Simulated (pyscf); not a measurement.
H₃C–SiH₃ + H• → H₃C–SiH₂• + H₂ (hydrogen abstraction; doublet surface; H–Si broken, H–H formed). Single points on ωB97X-D3(BJ)/def2-SVP structures (PySCF, gas phase). Rate constants from transition-state theory, ωB97M-D3(BJ)/def2-TZVP energies (ideal gas, 1 atm, RRHO with modes under 100 cm⁻¹ raised to 100, one conformer, R ln 2 for chiral ones without a mode under 150 cm⁻¹; no tunnelling), k in cm³ molecule⁻¹ s⁻¹.

```csv
T (K),1000/T,log10 k
298,3.354,-12.99
600,1.667,?
900,1.111,-10.56
1200,0.833,-10.14
```

Q: Fit an Arrhenius line to the three values, give the activation energy, and predict k at 600 K.

A: Least squares gives log10 k = -9.27 − 1.11 × 1000/T, so Ea = 1.11 × ln 10 × 1.987 = 5.1 kcal/mol, against an electronic barrier of 4.7. At 600 K the line gives -11.12; the computed value is -11.26 (ΔG‡ = 14.5 kcal/mol), a factor 1.4 under the line, since the plot is curved. One saddle was located; it need not be the lowest between these sides. The angle at the transferred H is 177°.
